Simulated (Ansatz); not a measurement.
Process, species as SMILES: C=CF + 3 [H][H] (H2) → 2 C (CH4) + F (HF)
B3LYP-D3(BJ)/def2-TZVP geometries, fixed; electronic energies without zero-point terms.

Effect of a fitting basis named in the input at PBE/aug-cc-pVTZ with Ansatz (a first-principles code), against the last row, where the energy of full hydrogenation is -78.35 kcal/mol. The default fits or decomposes integrals by the program's own choice; accuracy: high also tightens integrals, grids and stops.

| setting | largest shift of a total energy (mEh) | shift of the energy of full hydrogenation (kcal/mol) |
|---|---|---|
| fitting: def2-SV(P)-JKFIT | -0.073 | -0.012 |
| fitting: def2-universal-JKFIT | -0.073 | -0.012 |
| fitting: cc-pVTZ-JKFIT | -0.035 | -0.009 |
| fitting: cc-pVQZ-JKFIT | -0.019 | -0.005 |
| fitting: cc-pV5Z-JKFIT | -0.017 | -0.006 |
| fitting: def2-universal-JFIT | -0.127 | 0.117 |
| accuracy: high | 0.001 | 0.000 |
| accuracy: medium (default) | 0.000 | 0.000 |

Within 0.02 kcal/mol in the energy of full hydrogenation: fitting: def2-SV(P)-JKFIT; fitting: def2-universal-JKFIT; fitting: cc-pVTZ-JKFIT; fitting: cc-pVQZ-JKFIT; fitting: cc-pV5Z-JKFIT; accuracy: high. The largest shift is 0.127 mEh in a total energy and 0.117 kcal/mol in the difference.
